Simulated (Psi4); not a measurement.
**BNH4 (SMILES BN) at r2SCAN/pcseg-0 (sweep point 1)**

What is the vertical ionisation energy of BNH4 at r2SCAN/pcseg-0 (sweep point 1)? 

Program for the calculation: Psi4 1.11.

4 further runs of the same task are left out: 2 that didn't finish, 2 set aside as unsound or not needed.

## (1) The molecule

BNH4: 6 atoms, total charge 0, spin state singlet. As SMILES, `BN`. The coordinates come from a PBE0-D4/def2-TZVP relaxation.

Bond lengths: B1–N2 1.385 Å, B1–H3 1.197 Å, B1–H4 1.197 Å, N2–H5 1.006 Å, N2–H6 1.006 Å. Angles: B1–N2–H5 123.2°, B1–N2–H6 123.2°, N2–B1–H3 119.0°, N2–B1–H4 119.0°, H5–N2–H6 113.5°, H3–B1–H4 122.0°.

## (2) The energy at r2SCAN/pcseg-0 (sweep point 1)

job.inp

```
memory 1.6 GB

molecule geom {
  0 1
  B     -0.128200    -0.679600    -0.025600
  N      0.146100     0.677400     0.010800
  H      0.225800    -1.368000     0.887500
  H     -0.712000    -1.128700    -0.969200
  H     -0.121600     1.313700    -0.720800
  H      0.632000     1.121400     0.771300
  units angstrom
  symmetry c1
}

set {
  basis pcseg-0
  reference rks
  puream true
  scf_type pk
  dft_radial_points 99
  dft_spherical_points 590
}

energy("r2scan")
```

The run is started by

```console
$ psi4 -n 1 job.inp job.out
```

job.out:

```text
[...]
  Running in c1 symmetry.
[...]
  Nuclear repulsion =   32.316093047941223
[...]
  Multiplicity = 1
[...]
  Nalpha       = 8
  Nbeta        = 8
[...]
    Number of basis functions: 26
[...]
   @RKS iter   1:   -81.57779934944027   -3.00778e-01   2.48722e-02 DIIS/ADIIS
[...]
   @RKS iter   7:   -81.76191611961580   -4.83902e-08   7.26771e-07 DIIS
[...]
    Orbital Energies [Eh]
    ---------------------
    Doubly Occupied:
       1A    -14.178761     2A     -6.617557     3A     -0.840533
       4A     -0.496609     5A     -0.489040     6A     -0.362300
       7A     -0.288114     8A     -0.278224
[...]
  @RKS Final Energy:   -81.76191611961580
   => Energetics <=
    Nuclear Repulsion Energy =             32.3160930479412229
    One-Electron Energy =                -172.9798014614579529
    Two-Electron Energy =                  71.2540381448606723
    DFT Exchange-Correlation Energy =     -12.3522458509597524
    Empirical Dispersion Energy =           0.0000000000000000
    VV10 Nonlocal Energy =                  0.0000000000000000
    Total Energy =                        -81.7619161196158046
[...]
 Multipole Moments:
 ------------------------------------------------------------------------------------
     Multipole            Electronic (a.u.)      Nuclear  (a.u.)        Total (a.u.)
 ------------------------------------------------------------------------------------
 L = 1.  Multiply by 2.5417464519 to convert [e a0] to [Debye]
 Dipole X            :          0.0959855            0.0811556            0.1771411
 Dipole Y            :          0.4753551            0.4016450            0.8770001
 Dipole Z            :          0.0127756            0.0107185            0.0234941
 Magnitude           :                                                    0.8950196
[...]
```

Run time: 20 s. Hardware: 1 thread of Intel Xeon at 2.50GHz (Skylake/Cascade Lake), shared host; peak memory 0.85 GiB.

## (3) The doublet cation at the same level

calc.in

```
memory 1600 MB

molecule {
  1 2
  B     -0.128200    -0.679600    -0.025600
  N      0.146100     0.677400     0.010800
  H      0.225800    -1.368000     0.887500
  H     -0.712000    -1.128700    -0.969200
  H     -0.121600     1.313700    -0.720800
  H      0.632000     1.121400     0.771300
  units angstrom
  symmetry c1
}

set basis pcseg-0
set reference uks
set puream true
set scf_type pk
set dft_radial_points 99
set dft_spherical_points 590
set maxiter 150

e_tot, wfn = energy('r2scan', return_wfn=True)
```

The run is started by

```console
$ psi4 -n 1 calc.in calc.out
```

calc.out:

```text
[...]
  Running in c1 symmetry.
[...]
  Nuclear repulsion =   32.316093047941223
[...]
  Multiplicity = 2
[...]
  Nalpha       = 8
  Nbeta        = 7
[...]
    Number of basis functions: 26
[...]
   @UKS iter   1:   -81.19781365443473    7.92076e-02   2.23012e-02 ADIIS/DIIS
[...]
   @UKS iter  17:   -81.34156262726682   -3.81914e-09   2.92732e-07 DIIS
[...]
   @S^2 Observed:                7.645873801E-01
[...]
    Orbital Energies [Eh]
    ---------------------
    Alpha Occupied:
       1A    -14.549206     2A     -6.947985     3A     -1.199448
       4A     -0.832819     5A     -0.819086     6A     -0.669990
       7A     -0.653553     8A     -0.595496
    Alpha Virtual:
       9A     -0.295908    10A     -0.166682    11A     -0.122351
      12A     -0.070053    13A     -0.020005    14A     -0.006781
      15A      0.078556    16A      0.215907    17A      0.253515
      18A      0.325974    19A      0.471812    20A      0.552546
      21A      0.584087    22A      0.653395    23A      0.725389
      24A      0.773218    25A      1.047546    26A      1.175752
[...]
  @UKS Final Energy:   -81.34156262726682
   => Energetics <=
    Nuclear Repulsion Energy =             32.3160930479412229
    One-Electron Energy =                -167.6984653946954893
    Two-Electron Energy =                  66.0674589074301508
    DFT Exchange-Correlation Energy =     -12.0266491879427075
    Empirical Dispersion Energy =           0.0000000000000000
    VV10 Nonlocal Energy =                  0.0000000000000000
    Total Energy =                        -81.3415626272668248
[...]
 Multipole Moments:
 ------------------------------------------------------------------------------------
     Multipole            Electronic (a.u.)      Nuclear  (a.u.)        Total (a.u.)
 ------------------------------------------------------------------------------------
 L = 1.  Multiply by 2.5417464519 to convert [e a0] to [Debye]
 Dipole X            :          0.0193421            0.0811556            0.1004977
 Dipole Y            :          0.0960956            0.4016450            0.4977406
 Dipole Z            :          0.0026274            0.0107185            0.0133459
 Magnitude           :                                                    0.5079603
[...]
```

It took 57 s on 1 thread of Intel Xeon at 2.50GHz (Skylake/Cascade Lake), shared host; peak memory 0.85 GiB.

## (4) Summary of results

Level: r2SCAN/pcseg-0 (sweep point 1).

```
                                          quantity         value
                        singlet BNH4: total energy  -81.76192 Eh
                       singlet BNH4: dipole moment        2.27 D
                         singlet BNH4: HOMO energy      -7.57 eV
                         singlet BNH4: LUMO energy       0.04 eV
                       singlet BNH4: HOMO–LUMO gap       7.61 eV
                      doublet cation: total energy  -81.34156 Eh
doublet cation: HOMO energy (highest over α and β)     -15.55 eV
 doublet cation: LUMO energy (lowest over α and β)     -15.15 eV
                              doublet cation: ⟨S²⟩         0.765
vertical ionisation energy (to the doublet cation)     11.438 eV
```

In words: Removing an electron at fixed nuclei costs 11.44 eV (264 kcal/mol). −ε(HOMO) before ionisation, 7.57 eV, is 3.87 eV below this ionisation energy.
